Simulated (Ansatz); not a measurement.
**Molecular dynamics of BFH$_{5}$Si**

Input:

```yaml
crystal:
  periodic: [false, false, false]
  atoms:
    - { symbol: F, position_ang: [-1.1545, -0.7995, 0.6384] }
    - { symbol: B, position_ang: [-0.6901, -0.3367, -0.8714] }
    - { symbol: Si, position_ang: [0.6502, 0.3466, 0.5334] }
    - { symbol: H, position_ang: [-0.3146, -1.2591, -1.4733] }
    - { symbol: H, position_ang: [-1.4175, 0.4782, -1.2724] }
    - { symbol: H, position_ang: [-0.0457, 1.2963, 1.3915] }
    - { symbol: H, position_ang: [1.7362, 1.0605, -0.1839] }
    - { symbol: H, position_ang: [1.2359, -0.7863, 1.2377] }
magnetization:
  spin_polarized: true
  initial_magnetization: 1
basis:
  gaussian: { orbitals: cc-pVDZ }
hamiltonian:
  xc: b3lyp
md:
  timestep: 0.5
  n_steps: 150
  ensemble: nve
  temperature: 300.0
  initial_velocities: maxwell_boltzmann
  seed: 848606
```

Launched with:

```bash
$ ansatz run input.yaml --threads 2 --pin off --max-ram 3072MiB --backend cpu --events-out ev --progress --plain --runs-dir out
```

It starts from a rough guess of a transition structure, not a stationary point.

Output, in part (one step line in 2, the closing report, with atoms numbered from 0):

```
md step     0: t =     0.00 fs  T =   300.0 K  F+E_penalty+E_count = -11351.28309711 eV  E_kin = 0.232668 eV  conserved = -11351.05042911 eV  (26 SCF iters)
md step     2: t =     1.00 fs  T =   286.0 K  F+E_penalty+E_count = -11351.27189946 eV  E_kin = 0.221796 eV  conserved = -11351.05010337 eV  (26 SCF iters)
md step     4: t =     2.00 fs  T =   291.9 K  F+E_penalty+E_count = -11351.27622647 eV  E_kin = 0.226357 eV  conserved = -11351.04986959 eV  (26 SCF iters)
md step     6: t =     3.00 fs  T =   331.8 K  F+E_penalty+E_count = -11351.30750691 eV  E_kin = 0.257359 eV  conserved = -11351.05014807 eV  (27 SCF iters)
md step     8: t =     4.00 fs  T =   386.3 K  F+E_penalty+E_count = -11351.35004019 eV  E_kin = 0.299590 eV  conserved = -11351.05045061 eV  (33 SCF iters)
md step    10: t =     5.00 fs  T =   432.0 K  F+E_penalty+E_count = -11351.38544809 eV  E_kin = 0.335061 eV  conserved = -11351.05038672 eV  (33 SCF iters)
md step    12: t =     6.00 fs  T =   470.7 K  F+E_penalty+E_count = -11351.41518335 eV  E_kin = 0.365037 eV  conserved = -11351.05014623 eV  (33 SCF iters)
md step    14: t =     7.00 fs  T =   518.4 K  F+E_penalty+E_count = -11351.45210252 eV  E_kin = 0.402085 eV  conserved = -11351.05001802 eV  (32 SCF iters)
md step    16: t =     8.00 fs  T =   585.5 K  F+E_penalty+E_count = -11351.50413620 eV  E_kin = 0.454084 eV  conserved = -11351.05005229 eV  (32 SCF iters)
md step    18: t =     9.00 fs  T =   670.6 K  F+E_penalty+E_count = -11351.57020766 eV  E_kin = 0.520071 eV  conserved = -11351.05013704 eV  (31 SCF iters)
md step    20: t =    10.00 fs  T =   767.1 K  F+E_penalty+E_count = -11351.64522464 eV  E_kin = 0.594949 eV  conserved = -11351.05027525 eV  (32 SCF iters)
md step    22: t =    11.00 fs  T =   862.3 K  F+E_penalty+E_count = -11351.71937807 eV  E_kin = 0.668740 eV  conserved = -11351.05063795 eV  (32 SCF iters)
md step    24: t =    12.00 fs  T =   927.9 K  F+E_penalty+E_count = -11351.77071126 eV  E_kin = 0.719624 eV  conserved = -11351.05108686 eV  (31 SCF iters)
md step    26: t =    13.00 fs  T =   933.8 K  F+E_penalty+E_count = -11351.77525924 eV  E_kin = 0.724207 eV  conserved = -11351.05105256 eV  (31 SCF iters)
md step    28: t =    14.00 fs  T =   885.3 K  F+E_penalty+E_count = -11351.73710171 eV  E_kin = 0.686635 eV  conserved = -11351.05046630 eV  (31 SCF iters)
md step    30: t =    15.00 fs  T =   825.0 K  F+E_penalty+E_count = -11351.68991095 eV  E_kin = 0.639815 eV  conserved = -11351.05009589 eV  (31 SCF iters)
md step    32: t =    16.00 fs  T =   781.1 K  F+E_penalty+E_count = -11351.65606646 eV  E_kin = 0.605784 eV  conserved = -11351.05028235 eV  (31 SCF iters)
md step    34: t =    17.00 fs  T =   743.9 K  F+E_penalty+E_count = -11351.62741759 eV  E_kin = 0.576916 eV  conserved = -11351.05050148 eV  (31 SCF iters)
md step    36: t =    18.00 fs  T =   697.9 K  F+E_penalty+E_count = -11351.59165347 eV  E_kin = 0.541252 eV  conserved = -11351.05040185 eV  (31 SCF iters)
md step    38: t =    19.00 fs  T =   648.8 K  F+E_penalty+E_count = -11351.55328548 eV  E_kin = 0.503150 eV  conserved = -11351.05013508 eV  (31 SCF iters)
md step    40: t =    20.00 fs  T =   615.7 K  F+E_penalty+E_count = -11351.52744017 eV  E_kin = 0.477516 eV  conserved = -11351.04992393 eV  (25 SCF iters)
md step    42: t =    21.00 fs  T =   615.8 K  F+E_penalty+E_count = -11351.52737296 eV  E_kin = 0.477554 eV  conserved = -11351.04981930 eV  (25 SCF iters)
md step    44: t =    22.00 fs  T =   658.4 K  F+E_penalty+E_count = -11351.56045006 eV  E_kin = 0.510657 eV  conserved = -11351.04979352 eV  (25 SCF iters)
md step    46: t =    23.00 fs  T =   745.6 K  F+E_penalty+E_count = -11351.62818444 eV  E_kin = 0.578233 eV  conserved = -11351.04995095 eV  (31 SCF iters)
md step    48: t =    24.00 fs  T =   863.3 K  F+E_penalty+E_count = -11351.71996435 eV  E_kin = 0.669543 eV  conserved = -11351.05042152 eV  (31 SCF iters)
md step    50: t =    25.00 fs  T =   976.2 K  F+E_penalty+E_count = -11351.80796492 eV  E_kin = 0.757067 eV  conserved = -11351.05089820 eV  (32 SCF iters)
md step    52: t =    26.00 fs  T =  1050.8 K  F+E_penalty+E_count = -11351.86577776 eV  E_kin = 0.814940 eV  conserved = -11351.05083790 eV  (31 SCF iters)
md step    54: t =    27.00 fs  T =  1090.8 K  F+E_penalty+E_count = -11351.89643704 eV  E_kin = 0.846003 eV  conserved = -11351.05043371 eV  (31 SCF iters)
md step    56: t =    28.00 fs  T =  1122.4 K  F+E_penalty+E_count = -11351.92088929 eV  E_kin = 0.870474 eV  conserved = -11351.05041518 eV  (31 SCF iters)
md step    58: t =    29.00 fs  T =  1146.9 K  F+E_penalty+E_count = -11351.94018681 eV  E_kin = 0.889471 eV  conserved = -11351.05071549 eV  (32 SCF iters)
md step    60: t =    30.00 fs  T =  1143.6 K  F+E_penalty+E_count = -11351.93771126 eV  E_kin = 0.886967 eV  conserved = -11351.05074454 eV  (31 SCF iters)
md step    62: t =    31.00 fs  T =  1108.3 K  F+E_penalty+E_count = -11351.91004218 eV  E_kin = 0.859583 eV  conserved = -11351.05045891 eV  (31 SCF iters)
md step    64: t =    32.00 fs  T =  1059.2 K  F+E_penalty+E_count = -11351.87166744 eV  E_kin = 0.821472 eV  conserved = -11351.05019544 eV  (33 SCF iters)
md step    66: t =    33.00 fs  T =  1015.3 K  F+E_penalty+E_count = -11351.83754392 eV  E_kin = 0.787429 eV  conserved = -11351.05011466 eV  (26 SCF iters)
md step    68: t =    34.00 fs  T =   983.9 K  F+E_penalty+E_count = -11351.81317939 eV  E_kin = 0.763050 eV  conserved = -11351.05012935 eV  (27 SCF iters)
md step    70: t =    35.00 fs  T =   964.9 K  F+E_penalty+E_count = -11351.79845354 eV  E_kin = 0.748318 eV  conserved = -11351.05013542 eV  (27 SCF iters)
md step    72: t =    36.00 fs  T =   957.7 K  F+E_penalty+E_count = -11351.79294818 eV  E_kin = 0.742758 eV  conserved = -11351.05019038 eV  (27 SCF iters)
md step    74: t =    37.00 fs  T =   957.8 K  F+E_penalty+E_count = -11351.79319645 eV  E_kin = 0.742827 eV  conserved = -11351.05036942 eV  (27 SCF iters)
md step    76: t =    38.00 fs  T =   954.0 K  F+E_penalty+E_count = -11351.79028219 eV  E_kin = 0.739848 eV  conserved = -11351.05043414 eV  (32 SCF iters)
md step    78: t =    39.00 fs  T =   945.8 K  F+E_penalty+E_count = -11351.78361339 eV  E_kin = 0.733548 eV  conserved = -11351.05006508 eV  (31 SCF iters)
md step    80: t =    40.00 fs  T =   961.7 K  F+E_penalty+E_count = -11351.79551187 eV  E_kin = 0.745860 eV  conserved = -11351.04965167 eV  (31 SCF iters)
md step    82: t =    41.00 fs  T =  1028.9 K  F+E_penalty+E_count = -11351.84788831 eV  E_kin = 0.797944 eV  conserved = -11351.04994402 eV  (32 SCF iters)
md step    84: t =    42.00 fs  T =  1125.5 K  F+E_penalty+E_count = -11351.92360030 eV  E_kin = 0.872917 eV  conserved = -11351.05068360 eV  (32 SCF iters)
md step    86: t =    43.00 fs  T =  1197.9 K  F+E_penalty+E_count = -11351.98009064 eV  E_kin = 0.929047 eV  conserved = -11351.05104405 eV  (32 SCF iters)
md step    88: t =    44.00 fs  T =  1216.6 K  F+E_penalty+E_count = -11351.99439833 eV  E_kin = 0.943536 eV  conserved = -11351.05086255 eV  (32 SCF iters)
md step    90: t =    45.00 fs  T =  1192.6 K  F+E_penalty+E_count = -11351.97544205 eV  E_kin = 0.924955 eV  conserved = -11351.05048693 eV  (26 SCF iters)
md step    92: t =    46.00 fs  T =  1154.5 K  F+E_penalty+E_count = -11351.94557258 eV  E_kin = 0.895356 eV  conserved = -11351.05021699 eV  (31 SCF iters)
md step    94: t =    47.00 fs  T =  1124.2 K  F+E_penalty+E_count = -11351.92200135 eV  E_kin = 0.871854 eV  conserved = -11351.05014777 eV  (31 SCF iters)
md step    96: t =    48.00 fs  T =  1108.2 K  F+E_penalty+E_count = -11351.90976022 eV  E_kin = 0.859513 eV  conserved = -11351.05024690 eV  (31 SCF iters)
md step    98: t =    49.00 fs  T =  1099.0 K  F+E_penalty+E_count = -11351.90280932 eV  E_kin = 0.852331 eV  conserved = -11351.05047824 eV  (31 SCF iters)
md step   100: t =    50.00 fs  T =  1077.7 K  F+E_penalty+E_count = -11351.88661325 eV  E_kin = 0.835815 eV  conserved = -11351.05079779 eV  (31 SCF iters)
md step   102: t =    51.00 fs  T =  1021.5 K  F+E_penalty+E_count = -11351.84312142 eV  E_kin = 0.792201 eV  conserved = -11351.05092089 eV  (31 SCF iters)
md step   104: t =    52.00 fs  T =   926.7 K  F+E_penalty+E_count = -11351.76906141 eV  E_kin = 0.718673 eV  conserved = -11351.05038865 eV  (31 SCF iters)
md step   106: t =    53.00 fs  T =   837.3 K  F+E_penalty+E_count = -11351.69882320 eV  E_kin = 0.649341 eV  conserved = -11351.04948181 eV  (31 SCF iters)
md step   108: t =    54.00 fs  T =   818.2 K  F+E_penalty+E_count = -11351.68391630 eV  E_kin = 0.634529 eV  conserved = -11351.04938775 eV  (25 SCF iters)
md step   110: t =    55.00 fs  T =   875.8 K  F+E_penalty+E_count = -11351.72951555 eV  E_kin = 0.679273 eV  conserved = -11351.05024245 eV  (31 SCF iters)
md step   112: t =    56.00 fs  T =   949.0 K  F+E_penalty+E_count = -11351.78690822 eV  E_kin = 0.735998 eV  conserved = -11351.05091029 eV  (31 SCF iters)
md step   114: t =    57.00 fs  T =   983.3 K  F+E_penalty+E_count = -11351.81353502 eV  E_kin = 0.762624 eV  conserved = -11351.05091120 eV  (31 SCF iters)
md step   116: t =    58.00 fs  T =   972.3 K  F+E_penalty+E_count = -11351.80461932 eV  E_kin = 0.754057 eV  conserved = -11351.05056191 eV  (31 SCF iters)
md step   118: t =    59.00 fs  T =   939.8 K  F+E_penalty+E_count = -11351.77906959 eV  E_kin = 0.728891 eV  conserved = -11351.05017871 eV  (31 SCF iters)
md step   120: t =    60.00 fs  T =   915.7 K  F+E_penalty+E_count = -11351.76008637 eV  E_kin = 0.710181 eV  conserved = -11351.04990585 eV  (31 SCF iters)
md step   122: t =    61.00 fs  T =   921.1 K  F+E_penalty+E_count = -11351.76425679 eV  E_kin = 0.714382 eV  conserved = -11351.04987519 eV  (30 SCF iters)
md step   124: t =    62.00 fs  T =   957.3 K  F+E_penalty+E_count = -11351.79265273 eV  E_kin = 0.742433 eV  conserved = -11351.05021947 eV  (30 SCF iters)
md step   126: t =    63.00 fs  T =   996.9 K  F+E_penalty+E_count = -11351.82401456 eV  E_kin = 0.773174 eV  conserved = -11351.05084070 eV  (30 SCF iters)
md step   128: t =    64.00 fs  T =   995.1 K  F+E_penalty+E_count = -11351.82293455 eV  E_kin = 0.771734 eV  conserved = -11351.05120079 eV  (30 SCF iters)
md step   130: t =    65.00 fs  T =   930.0 K  F+E_penalty+E_count = -11351.77198786 eV  E_kin = 0.721271 eV  conserved = -11351.05071663 eV  (30 SCF iters)
md step   132: t =    66.00 fs  T =   840.0 K  F+E_penalty+E_count = -11351.70127726 eV  E_kin = 0.651452 eV  conserved = -11351.04982477 eV  (31 SCF iters)
md step   134: t =    67.00 fs  T =   788.0 K  F+E_penalty+E_count = -11351.66088410 eV  E_kin = 0.611153 eV  conserved = -11351.04973065 eV  (25 SCF iters)
md step   136: t =    68.00 fs  T =   782.8 K  F+E_penalty+E_count = -11351.65743825 eV  E_kin = 0.607092 eV  conserved = -11351.05034616 eV  (30 SCF iters)
md step   138: t =    69.00 fs  T =   782.0 K  F+E_penalty+E_count = -11351.65711257 eV  E_kin = 0.606487 eV  conserved = -11351.05062595 eV  (31 SCF iters)
md step   140: t =    70.00 fs  T =   761.1 K  F+E_penalty+E_count = -11351.64068850 eV  E_kin = 0.590312 eV  conserved = -11351.05037621 eV  (31 SCF iters)
md step   142: t =    71.00 fs  T =   733.9 K  F+E_penalty+E_count = -11351.61917727 eV  E_kin = 0.569155 eV  conserved = -11351.05002207 eV  (31 SCF iters)
md step   144: t =    72.00 fs  T =   725.4 K  F+E_penalty+E_count = -11351.61245105 eV  E_kin = 0.562622 eV  conserved = -11351.04982871 eV  (31 SCF iters)
md step   146: t =    73.00 fs  T =   751.4 K  F+E_penalty+E_count = -11351.63253590 eV  E_kin = 0.582717 eV  conserved = -11351.04981889 eV  (31 SCF iters)
md step   148: t =    74.00 fs  T =   812.8 K  F+E_penalty+E_count = -11351.68033733 eV  E_kin = 0.630366 eV  conserved = -11351.04997167 eV  (32 SCF iters)
md step   150: t =    75.00 fs  T =   897.2 K  F+E_penalty+E_count = -11351.74610897 eV  E_kin = 0.695794 eV  conserved = -11351.05031465 eV  (27 SCF iters)
Total energy: -11351.74635749 eV, -417.1689841478 hartree
Atom 0 at    -1.977670    -1.242245     0.281082 Å, force     0.499640     0.413863     0.348825 eV/Å
Atom 1 at    -1.045209    -0.639449    -0.478669 Å, force    -1.067612     1.001860    -1.878242 eV/Å
Atom 2 at     1.267739     0.723321     0.590623 Å, force     0.138261     0.001163     0.142889 eV/Å
Atom 3 at    -0.275996    -1.312268    -1.084445 Å, force     0.638386    -0.514257     0.271382 eV/Å
Atom 4 at    -1.286752     0.491519    -1.014080 Å, force     0.109144    -0.770655     1.091636 eV/Å
Atom 5 at     0.550924     1.486195     1.633122 Å, force    -0.246047     0.138998     0.238493 eV/Å
Atom 6 at     2.266086     1.601301    -0.069199 Å, force    -0.105781     0.197762    -0.425112 eV/Å
Atom 7 at     2.057161    -0.381964     1.162724 Å, force     0.034009    -0.468733     0.210129 eV/Å
Dipole moment:     0.297058     0.173711     0.022994 e Å
```

All steps were run. The conserved energy stayed within 0.14 meV per atom of its start (net change 0.014 meV per atom), so the integration is sound. The system heated up, since it started high on the potential surface and ran downhill. A run of 0.075 ps of so small a system gives no equilibrium averages.

The step under study would form F1–Si3 and break F1–B2. These pairs go: F1–Si3 2.14 → 3.81 Å, F1–B2 1.65 → 1.35 Å. In the last frame they stand as before the step (other bonds may differ from the relaxed reactants and products). Also parted: B2–Si3 2.06 → 2.89 Å. It ends as BFH2 + H3Si. Pairs count as bonded within 1.25 times the sum of covalent radii (0.12 Å more for H–H).

Last frame:

```xyz
8
Properties=species:S:1:pos:R:3
F -1.978 -1.242 0.281
B -1.045 -0.639 -0.479
Si 1.268 0.723 0.591
H -0.276 -1.312 -1.084
H -1.287 0.491 -1.014
H 0.551 1.486 1.633
H 2.266 1.601 -0.069
H 2.057 -0.382 1.163
```

Run time: 8 min on 2 threads of Arm Neoverse N1 (shared host), peak memory 0.16 GiB.
